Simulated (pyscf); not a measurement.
PySCF, gas phase, ωB97X-D3(BJ)/def2-SVP geometries.

**Question.** PBE/def2-TZVP puts the barrier of •H₂C–CH₂–CH₂–CH₂–CH₃ → cyclopropane (SMILES C1CC1) + ethyl (•H₂C–CH₃) (ring closure with loss of a group; doublet surface; C–C broken, C–C formed) at 48.2 kcal/mol and the reaction energy at +26.0 kcal/mol, from the reactant's lowest minimum found. What do B3LYP-D3(BJ)/def2-TZVP, M06-2X/def2-TZVP, ωB97M-D3(BJ)/def2-TZVP give on the same structures?

**Answer.** B3LYP-D3(BJ): ΔE‡ = 53.6 kcal/mol, ΔE = +29.3 kcal/mol; M06-2X: ΔE‡ = 55.0 kcal/mol, ΔE = +27.0 kcal/mol; ωB97M-D3(BJ): ΔE‡ = 56.8 kcal/mol, ΔE = +29.2 kcal/mol. PBE's barrier lies under all of them, by 5.4 to 8.6 kcal/mol. Its reaction energy lies under all of them, by 1.0 to 3.3 kcal/mol. Low barriers are usual for a GGA, whose delocalisation error favours stretched bonds. The same reactants have a lower exit, to H₂C=CH–CH₂–CH₂–CH₃ + H• (no saddle counted: cutting one bond, which may have a small barrier of its own, costs +37.3 kcal/mol at ωB97M-D3(BJ), against +56.8 kcal/mol here). •H₂C–CH₂–CH₂–CH₂–CH₃ lies 6.6 kcal/mol over its isomer H₃C–CH₂–C•(CH₃)–CH₃, and others may lie lower still (electronic energy, ωB97M-D3(BJ)). cyclopropane lies 6.6 kcal/mol over its isomer H₂C=CH–CH₃, and others may lie lower still (electronic energy, ωB97M-D3(BJ)). This is the saddle that the search found; another between the same sides may lie lower.
